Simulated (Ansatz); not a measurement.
# BaSr3Ti4O12: computed properties

Computed with DFT PBEsol, scalar-relativistic, plane waves, PAW (Ansatz).

Plane waves to 420 eV, a k mesh through Γ of 8×8×2 on the computed 20-atom cell and Gaussian smearing (0.02 eV); no spin polarisation.

The structure is relaxed at this level of theory with its symmetry kept. Whether it is the stable form of this composition wasn't checked.

It takes space group P4/mmm (No. 123, tetragonal). The conventional cell has a = 3.911 Å, b = 3.911 Å, c = 15.644 Å, α = 90.00°, β = 90.00°, γ = 90.00°. Around Ba (site symmetry 4/mmm) lie 12 O at 2.77 to 2.82 Å. Sr (site symmetry 4mm) is surrounded by 12 O at 2.74 to 2.77 Å. Around Sr (site symmetry 4/mmm) lie 12 O at 2.75 to 2.77 Å. Ti (site symmetry 4mm) is surrounded by 6 O at 1.93 to 2.01 Å. Ti (site symmetry 4mm) is surrounded by 6 O at 1.94 to 1.96 Å. O (site symmetry 2mm) is surrounded by 2 Ti at 1.96 Å. O (site symmetry 2mm) has 2 Ti at 1.96 Å as nearest neighbours. Around O (site symmetry 4/mmm) lie 2 Ti at 2.01 Å.

- Volume per atom: 11.97 Å³
- Formation energy from the elements' standard states (uncorrected): -3.247 eV/atom
- Kohn–Sham band gap: 1.83 eV, indirect from M to Γ
- Löwdin character of the top 1 eV of the valence band: O 2p 94 %
- Löwdin character of the lowest 1 eV of the conduction band: Ti 3d 88 %, O 2p 10 %
- Electron masses at the edge by Cartesian direction of the standard setting (m_e; degenerate bands sorted by energy; no spin-orbit coupling): x: 0.47, 1.5, 0.38; y: 0.47, 1.5, 0.38; z: 7.1, 0.38, 0.38
- Hole masses at the edge by Cartesian direction of the standard setting (m_e; degenerate bands sorted by energy; no spin-orbit coupling): x: 0.62, 2.7, 0.59; y: 0.62, 2.7, 0.59; z: 2.6, 0.61, 0.61
- Bulk modulus: 184 GPa
- Its pressure derivative: 4.4

Spin-orbit coupling is left out, which matters for the bands of heavy elements.

A ferromagnetic start lost its moments in a first run, so spin was left out; other magnetic orders weren't tried.

Cost: 11 runs of about 78 core-minutes in all, on Intel Xeon Processor @ 2.50GHz (Skylake/Cascade Lake) (shared hosts).